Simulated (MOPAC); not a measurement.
MOPAC input (AM1):

```
AM1 PRECISE GNORM=0.05 LET XYZ GEO-OK AUX(PRECISION=9) THREADS=1
C6H6

C     0.00294306 1    1.39046446 1    0.00403829 1
C     1.20564233 1    0.69266801 1    0.00734657 1
C     1.20269927 1   -0.69779645 1    0.00330827 1
C    -0.00294306 1   -1.39046446 1   -0.00403829 1
C    -1.20564233 1   -0.69266801 1   -0.00734657 1
C    -1.20269927 1    0.69779645 1   -0.00330827 1
H     0.00523441 1    2.47302785 1    0.00718236 1
H     2.14431017 1    1.23195330 1    0.01306633 1
H     2.13907575 1   -1.24107455 1    0.00588397 1
H    -0.00523441 1   -2.47302785 1   -0.00718236 1
H    -2.14431017 1   -1.23195330 1   -0.01306633 1
H    -2.13907575 1    1.24107455 1   -0.00588397 1
```

Output:

```
 *******************************************************************************
 **                                                                           **
 **                              MOPAC v23.2.5                                **
 **                                                                           **
 *******************************************************************************
 ** MOPAC's Digital Object Identifier: https://doi.org/10.5281/zenodo.6511958 **
 **                                                                           **
 ** Please cite the open-source release paper for use of this MOPAC version:  **
 ** J. E. Moussa and J. J. P. Stewart (2026)                                  **
 ** MOPAC: An open-source semiempirical molecular orbital program             **
 ** J. Open Source Softw., 11(119), 8025, https://doi.org/10.21105/joss.08025 **
 *******************************************************************************

                              AM1 CALCULATION RESULTS

 *******************************************************************************
 *  AM1        - The AM1 Hamiltonian to be used
 *  GEO-OK     - OVERRIDE INTERATOMIC DISTANCE AND OTHER SAFETY CHECKS
 *  LET        - OVERRIDE SOME SAFETY CHECKS
 *  PRECISE    - TIGHTER CRITERIA TO BE USED
 *  XYZ        - CARTESIAN COORDINATE SYSTEM TO BE USED
 *  GNORM      - EXIT WHEN GRADIENT NORM DROPS BELOW 0.050
 *  AUX        - OUTPUT AUXILIARY INFORMATION
 *******************************************************************************
AM1 PRECISE GNORM=0.05 LET XYZ GEO-OK AUX(PRECISION=9) THREADS=1
 C6H6

   ATOM   CHEMICAL          X               Y               Z
  NUMBER   SYMBOL      (ANGSTROMS)     (ANGSTROMS)     (ANGSTROMS)

     1       C          0.00294306  *   1.39046446  *   0.00403829  *
     2       C          1.20564233  *   0.69266801  *   0.00734657  *
     3       C          1.20269927  *  -0.69779645  *   0.00330827  *
     4       C         -0.00294306  *  -1.39046446  *  -0.00403829  *
     5       C         -1.20564233  *  -0.69266801  *  -0.00734657  *
     6       C         -1.20269927  *   0.69779645  *  -0.00330827  *
     7       H          0.00523441  *   2.47302785  *   0.00718236  *
     8       H          2.14431017  *   1.23195330  *   0.01306633  *
     9       H          2.13907575  *  -1.24107455  *   0.00588397  *
    10       H         -0.00523441  *  -2.47302785  *  -0.00718236  *
    11       H         -2.14431017  *  -1.23195330  *  -0.01306633  *
    12       H         -2.13907575  *   1.24107455  *  -0.00588397  *

          CARTESIAN COORDINATES

    NO.       ATOM           X           Y           Z

     1         C          0.0029      1.3905      0.0040
     2         C          1.2056      0.6927      0.0073
     3         C          1.2027     -0.6978      0.0033
     4         C         -0.0029     -1.3905     -0.0040
     5         C         -1.2056     -0.6927     -0.0073
     6         C         -1.2027      0.6978     -0.0033
     7         H          0.0052      2.4730      0.0072
     8         H          2.1443      1.2320      0.0131
     9         H          2.1391     -1.2411      0.0059
    10         H         -0.0052     -2.4730     -0.0072
    11         H         -2.1443     -1.2320     -0.0131
    12         H         -2.1391      1.2411     -0.0059

  H: (AM1): M.J.S. DEWAR ET AL, J. AM. CHEM. SOC. 107 3902-3909 (1985)
  C: (AM1): M.J.S. DEWAR ET AL, J. AM. CHEM. SOC. 107 3902-3909 (1985)

           Empirical Formula: C6 H6  =    12 atoms

      MOLECULAR POINT GROUP   :   D6h

      RHF CALCULATION, NO. OF DOUBLY OCCUPIED LEVELS = 15

          Geometry optimization using EF

          DIAGONAL MATRIX USED AS START HESSIAN

 CYCLE:     1  GRAD.:    38.506 HEAT:  22.85295
 CYCLE:     2  GRAD.:   275.474 HEAT:  39.57066
 CYCLE:     3  GRAD.:   112.433 HEAT:  30.54054
 CYCLE:     4  GRAD.:    65.542 HEAT:  22.94210
 CYCLE:     5  GRAD.:    37.403 HEAT:  22.21817
 CYCLE:     6  GRAD.:     1.302 HEAT:  21.95579
 CYCLE:     7  GRAD.:     0.935 HEAT:  21.95441
 CYCLE:     8  GRAD.:    10.762 HEAT:  21.97324
 CYCLE:     9  GRAD.:     0.136 HEAT:  21.95426
 CYCLE:    10  GRAD.:     1.121 HEAT:  21.95457
 CYCLE:    11  GRAD.:     0.517 HEAT:  21.95430
 CYCLE:    12  GRAD.:     5.031 HEAT:  21.95965
 CYCLE:    13  GRAD.:     0.031 HEAT:  21.95425

     GRADIENT =  0.03112 IS LESS THAN CUTOFF =  0.05000

 -------------------------------------------------------------------------------
 AM1 PRECISE GNORM=0.05 LET XYZ GEO-OK AUX(PRECISION=9) THREADS=1
 C6H6

     GEOMETRY OPTIMISED USING EIGENVECTOR FOLLOWING (EF).
     SCF FIELD WAS ACHIEVED

                              AM1 CALCULATION
                                                       MOPAC v23.2.5 Linux

          FINAL HEAT OF FORMATION =         21.95425 KCAL/MOL =      91.85659 KJ/MOL

          COSMO AREA              =        118.88 SQUARE ANGSTROMS
          COSMO VOLUME            =        107.16 CUBIC ANGSTROMS

          GRADIENT NORM           =          0.03112          =       0.00898 PER ATOM
          IONIZATION POTENTIAL    =          9.652962 EV
          HOMO LUMO ENERGIES (EV) =         -9.653  0.555
          NO. OF FILLED LEVELS    =         15
          MOLECULAR WEIGHT        =         78.1134         POINT GROUP:  D6h

          MOLECULAR DIMENSIONS (Angstroms)

            Atom       Atom       Distance
            H    11    H     8     4.98944
            H    10    H     7     4.32098
            C     1    C     2     0.00000

          SCF CALCULATIONS        =         14

   ATOM   CHEMICAL          X               Y               Z
  NUMBER   SYMBOL      (ANGSTROMS)     (ANGSTROMS)     (ANGSTROMS)

     1       C          0.00294918  *   1.39504173  *   0.00405133  *
     2       C          1.20961321  *   0.69495141  *   0.00737102  *
     3       C          1.20666296  *  -0.70009654  *   0.00331893  *
     4       C         -0.00295635  *  -1.39504313  *  -0.00405136  *
     5       C         -1.20961123  *  -0.69494526  *  -0.00737099  *
     6       C         -1.20665676  *   0.70009152  *  -0.00331892  *
     7       H          0.00527991  *   2.49470310  *   0.00724534  *
     8       H          2.16310371  *   1.24275006  *   0.01318081  *
     9       H          2.15782128  *  -1.25195025  *   0.00593557  *
    10       H         -0.00527964  *  -2.49470272  *  -0.00724534  *
    11       H         -2.16310503  *  -1.24275104  *  -0.01318082  *
    12       H         -2.15782376  *   1.25195177  *  -0.00593558  *

                             CARTESIAN COORDINATES

   1    C        0.002949184     1.395041727     0.004051326
   2    C        1.209613214     0.694951413     0.007371016
   3    C        1.206662960    -0.700096545     0.003318929
   4    C       -0.002956352    -1.395043125    -0.004051363
   5    C       -1.209611225    -0.694945258    -0.007370989
   6    C       -1.206656759     0.700091524    -0.003318916
   7    H        0.005279914     2.494703100     0.007245344
   8    H        2.163103712     1.242750060     0.013180810
   9    H        2.157821276    -1.251950248     0.005935570
  10    H       -0.005279644    -2.494702722    -0.007245342
  11    H       -2.163105028    -1.242751043    -0.013180819
  12    H       -2.157823756     1.251951766    -0.005935577

           Empirical Formula: C6 H6  =    12 atoms

      MOLECULAR POINT GROUP   :   D6h

                  EIGENVALUES
 -39.14755 -31.36876 -31.36874 -23.06064 -23.06063 -17.85640 -16.12318 -15.40043
 -14.16100 -14.16099 -13.38130 -11.88774 -11.88773  -9.65297  -9.65296   0.55472
   0.55473   2.97784   4.03644   4.03645   4.04743   4.19240   4.59865   4.59866
   5.12323   5.12323   5.61168   5.61168   5.72913   6.13274

              NET ATOMIC CHARGES AND DIPOLE CONTRIBUTIONS

  ATOM NO.   TYPE          CHARGE      No. of ELECS.   s-Pop       p-Pop
    1          C          -0.130117        4.1301     1.21857     2.91154
    2          C          -0.130118        4.1301     1.21857     2.91154
    3          C          -0.130118        4.1301     1.21857     2.91154
    4          C          -0.130118        4.1301     1.21857     2.91154
    5          C          -0.130117        4.1301     1.21857     2.91155
    6          C          -0.130116        4.1301     1.21857     2.91155
    7          H           0.130117        0.8699     0.86988
    8          H           0.130118        0.8699     0.86988
    9          H           0.130118        0.8699     0.86988
   10          H           0.130117        0.8699     0.86988
   11          H           0.130117        0.8699     0.86988
   12          H           0.130117        0.8699     0.86988
 DIPOLE           X         Y         Z       TOTAL
 POINT-CHG.    -0.000     0.000    -0.000     0.000
 HYBRID         0.000    -0.000     0.000     0.000
 SUM            0.000    -0.000     0.000     0.000

          ATOMIC ORBITAL ELECTRON POPULATIONS

     Atom    s        px        py        pz
    1  C   1.21857   0.92198   0.98956   1.00000
    2  C   1.21857   0.97279   0.93875   1.00000
    3  C   1.21857   0.97254   0.93900   1.00000
    4  C   1.21857   0.92198   0.98956   1.00000
    5  C   1.21857   0.97279   0.93875   1.00000
    6  C   1.21857   0.97255   0.93900   1.00000
    7  H   0.86988
    8  H   0.86988
    9  H   0.86988
   10  H   0.86988
   11  H   0.86988
   12  H   0.86988

 **********************
 *                    *
 * JOB ENDED NORMALLY *
 *                    *
 **********************

 == MOPAC DONE ==
```
